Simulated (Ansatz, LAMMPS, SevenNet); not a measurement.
**2H-SiC: properties by level of theory**

Reference values: lattice constant a 3.076 Å (measured, room temperature, no zero-point or thermal correction; as tabulated in Paulus et al. (1997), arXiv:cond-mat/9701136); lattice parameter c 5.048 Å (measured, room temperature, not corrected to a static lattice; as tabulated in Paulus et al. (1997), arXiv:cond-mat/9701136).

```csv
level (code),lattice parameter a (Å),lattice parameter c (Å)
Tersoff SiC_1994.tersoff (LAMMPS),3.026,4.942
SevenNet-l3i5 (SevenNet),?,5.069
PBE-D3(BJ) (Ansatz),?,5.038
```

Q: Some entries are withheld; supply them.

A: 
- SevenNet-l3i5 (SevenNet), lattice parameter a (Å): 3.093
- PBE-D3(BJ) (Ansatz, a quantum-chemistry and plane-wave program), lattice parameter a (Å): 3.070

Differences from the reference values (errors of the level alone only where the reference is corrected to a static lattice):

| level | lattice constant a (%) | lattice parameter c (%) |
|---|---|---|
| Tersoff SiC_1994.tersoff | -1.63 | -2.10 |
| SevenNet-l3i5 | +0.55 | +0.42 |
| PBE-D3(BJ) | -0.20 | -0.20 |

Nearest: lattice constant a, not ranked (reference at room or unstated temperature); lattice parameter c, not ranked (reference at room or unstated temperature). Empirical potentials aren't ranked on values they can be fitted to.

Empirical potentials (Tersoff SiC_1994.tersoff) are fitted to chosen data, which need not cover the solid at hand: agreement can be built in, and what lay outside the fit can be far off. Machine-learned potentials (SevenNet-l3i5) are trained on DFT data, which may include these solids.

Ansatz's density-functional and Hartree–Fock values are scalar-relativistic unless marked +SOC, with PAW data made under PBE.

Differences are worked out from the printed values.

Computed values are for the static lattice.
